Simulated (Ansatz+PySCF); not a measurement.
# singlet C2H6O: levels of theory in one basis

```
atom    x (Å)    y (Å)    z (Å)
   C   0.0087  -0.4096  -0.3534
   C   0.0046  -0.4391   1.1643
   O   0.0082   0.9278  -0.7842
   H  -0.8896  -0.9664  -0.7212
   H   0.8860  -0.9607  -0.7394
   H   0.0068  -1.4733   1.5407
   H   0.8992   0.0796   1.5476
   H  -0.8892   0.0727   1.5450
   H  -0.0053   0.9302  -1.7499
```

Basis set: def2-SVP (spherical functions). Correlated methods keep 3 orbitals frozen. Charge 0, multiplicity 1.

Computed with Ansatz (development build ahead of 0.2.0); each method stands on the lowest determinant of its kind that the runs found.

```json
{"method": "RHF", "E − E(RHF) (eV)": "0.00", "<S²> of the determinant": "0.00"}
{"method": "RHF-MP2", "E − E(RHF) (eV)": "-13.06", "<S²> of the determinant": "–"}
{"method": "RHF-CCSD(T)", "E − E(RHF) (eV)": "-14.42", "<S²> of the determinant": "–"}
```

Problem. What does RHF-CCSD give on the same scale?

Solution. -14.08 eV.

Problem. Is a single determinant a sound starting point here?

Solution. By this sign, yes. Unrestricted orbitals gain 0.00 eV and <S²> is 0.00 against 0.00 for a pure state.
